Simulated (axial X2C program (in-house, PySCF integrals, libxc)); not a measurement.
Correcting the dissociation energy of LiS for spin–orbit coupling

A spin-free CCSD(T) curve (one-electron X2C) was computed with an axial X2C code built on PySCF integrals, basis S dyall-av3z [9s8p3d2f], Li dyall-cv3z [7s8p2d] (cores contracted in-house), for the state M_S = 1/2, Λ = 1 (beyond evenly filled blocks: π+α, π+β, π-α). It gives D0 = 3.025 eV to S + Li, which in a spin-free picture are the weighted means of the ground terms.

Correlated methods: 7 electrons correlated (number of frozen shells: S 2 s, 1 p; Li 1 s), 171 virtual spin orbitals or spinors in MP2, 84 natural virtuals in coupled cluster.

Measured levels of the ground terms (NIST Handbook of Basic Atomic Spectroscopic Data), in cm⁻¹: S 3P: J = 2 at 0, J = 1 at 396.1, J = 0 at 573.6; Li 2S: J = 1/2 at 0.

The two components of the molecular doublet are 330 cm⁻¹ apart in the PBE0 2c search (Ω = 3/2 lower), so the lower one lies 165 cm⁻¹ under their mean.

Question: How far does each ground level lie under the (2J+1)-weighted mean of its term?

Answer: S: (5 × 0 + 3 × 396.1 + 1 × 573.6)/9 = 196 cm⁻¹; Li: a single level, 0.

Question: Correct D0.

Answer: D0 = 3.025 + (165 − 196)/8065.5 = 3.021 eV at CCSD(T) with these spin–orbit terms. The direct two-component run gives 3.021 eV; the difference holds second-order terms in the molecule, scalar two-electron terms, the gap between measured and computed atomic splittings (a 2c atom can miss part of its lowering) and, in coupled cluster, the truncation of each run.

Second-order spin–orbit effects in the molecule, which grow quickly with Z, are left out. The state is one determinant whose occupation by symmetry is held fixed; it was picked as the lowest of a PBE0 search that is not exhaustive. De is counted from the lowest determinant-based energies of the atoms at the same level, without counterpoise correction. CCSD and (T) use frozen natural virtuals with an MP2 correction for the truncation; (T) itself is uncorrected, so its De runs slightly low.
